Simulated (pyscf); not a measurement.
This saddle point was located with ωB97X-D3(BJ)/def2-SVP in PySCF.

```
F
H 1 1.1844
F 2 1.1846 1 120.99
H 2 1.1668 1 60.50 3 0.00
```
Charge 0, spin multiplicity 1.

Surface: singlet, charge 0. Lowest wavenumbers (cm⁻¹): 2217i, 786, 1282, 1663, 1751.

### Question
What reaction is this the transition state of?

### Answer
HF (SMILES F) + HF (SMILES F) <-> HF (SMILES F) + HF (SMILES F), a four-centre exchange read from left to right: F–H, F–H broken and F–H, F–H formed. At CCSD(T)/def2-TZVPP + ΔMP2(QZVPP) it lies +37.7 kcal/mol from the left side and +37.7 kcal/mol from the right (each side as separated species at their lowest minima found). On the reactant side the descent ends in a complex, 4.0 kcal/mol under the separated species and 37.6 kcal/mol under the saddle at ωB97X-D3(BJ)/def2-TZVP. On the product side the descent ends in a complex, 4.0 kcal/mol under the separated species and 37.6 kcal/mol under the saddle at ωB97X-D3(BJ)/def2-TZVP. At ωB97X-D3(BJ) the barrier from the zero used here is 33.6 kcal/mol. One saddle was located; it need not be the lowest between these sides. The CCSD(T) − MP2 part came from Ansatz, without density fitting, on the same reference.
